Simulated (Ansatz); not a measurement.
Relaxation of C$_{2}$H$_{5}$NO (9 atoms, charge 0, multiplicity 1), to a largest force component of 0.02 eV/Å in at most 40 steps.

Level of theory: Ansatz 0.2.0, RKS revPBE-D4/def2-SVP.

```xyz
9
Properties=species:S:1:pos:R:3
C -0.254 0.539 -0.890
N -0.283 -0.498 0.051
C 0.563 -0.498 1.092
O 1.532 0.349 1.321
H -0.734 0.208 -1.852
H -0.924 1.405 -0.501
H 0.735 0.962 -1.079
H -0.988 -1.160 0.034
H 0.442 -1.352 1.807
```

**Question.** Where does it end, and by what steps?

**Answer.** It converged. The force dipped under the threshold on the way, but the program's further checks kept it going. After 13 steps the energy has fallen by 0.469 eV; H6 moved furthest, 0.40 Å.

```
step  energy less start (eV)  largest force component (eV/Å)  accepted
   0                  0.0000                           4.252       yes
   1                 -0.3779                           1.566       yes
   2                 -0.3744                           1.329        no
   3                 -0.4490                           0.261       yes
   4                 -0.4552                           0.144       yes
   5                 -0.4600                           0.131       yes
   6                 -0.4642                           0.046       yes
   7                 -0.4435                           0.629        no
   8                 -0.4666                           0.056       yes
   9                 -0.4586                           0.382        no
  10                 -0.4682                           0.008       yes
  11                 -0.4684                           0.068       yes
  12                 -0.4605                           0.383        no
  13                 -0.4688                           0.006       yes
```

```xyz
9
Properties=species:S:1:pos:R:3
C -0.326 0.600 -0.891
N -0.342 -0.408 0.156
C 0.672 -0.550 1.070
O 1.688 0.131 1.116
H -0.366 0.141 -1.903
H -1.175 1.310 -0.793
H 0.621 1.162 -0.791
H -1.140 -1.041 0.226
H 0.457 -1.390 1.792
```

Whether the end is a true minimum wasn't checked by a vibrational analysis.

Run time: 24 s on 1 thread of Arm Neoverse V1, with other jobs on the host, peak memory 0.11 GiB.
